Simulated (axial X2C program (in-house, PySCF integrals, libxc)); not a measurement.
# Working with the constants of AlB⁺

A bond curve at the CCSD(T) level, two-component, was computed with an axial X2C code built on PySCF integrals (basis Al dyall-v3z [8s8p2d1f], B dyall-v3z [7s6p2d1f] (cores contracted in-house)) for the state Ω = 1/2 (⟨Sz⟩ = 0.50, ⟨Lz⟩ = 0.00 at HF). Its fit gives Re = 2.7380 Å, ωe = 245.0 cm⁻¹, ωexe = 2.61 cm⁻¹ and αe = 4.449e-03 cm⁻¹; the masses are 26.9815 and 11.0093 u. Two-component means X2C with spin–orbit coupling and atomic mean-field Coulomb and Gaunt terms.

Correlated methods: 5 electrons correlated (number of frozen shells: Al 2 s, 1 p; B 1 s), 149 virtual spin orbitals or spinors in MP2, 88 natural virtuals in coupled cluster.

Question: Find the reduced mass, Be and the force constant.

Answer: From the CCSD(T) values: μ = 7.8189 u. Be = 16.8576/(μ Re²) = 0.2876 cm⁻¹. k = 5.8918×10⁻⁷ μ ωe² = 0.277 mdyn/Å.

Question: Where do the fundamental and the first overtone lie?

Answer: ν(1←0) = ωe − 2ωexe = 239.8 cm⁻¹; ν(2←0) = 2ωe − 6ωexe = 474.3 cm⁻¹.

Question: Estimate De from a Morse curve and compare with the computed well depth of 0.762 eV to Al+ + B.

Answer: De(Morse) = ωe²/(4ωexe) = 0.713 eV against 0.762 eV computed, a ratio of 0.94. For De the Morse form works well here.

Question: A Morse curve ties αe to the other constants (Pekeris). How well does that hold?

Answer: αe(Morse) = 6Be²/ωe × (√(ωexe/Be) − 1) = 4.077e-03 cm⁻¹; the CCSD(T) curve gives 4.449e-03 cm⁻¹, a ratio of 0.92.

Question: Estimate the centrifugal constant by the Kratzer relation.

Answer: D = 4Be³/ωe² = 1.59e-06 cm⁻¹.

Occupations by symmetry block were frozen at the best pattern of an incomplete PBE0 search. Dissociation energies refer to the lowest single-determinant-based atoms at the same level and basis. CCSD and (T) use frozen natural virtuals with an MP2 correction for the truncation; (T) itself is uncorrected, so its De runs slightly low.
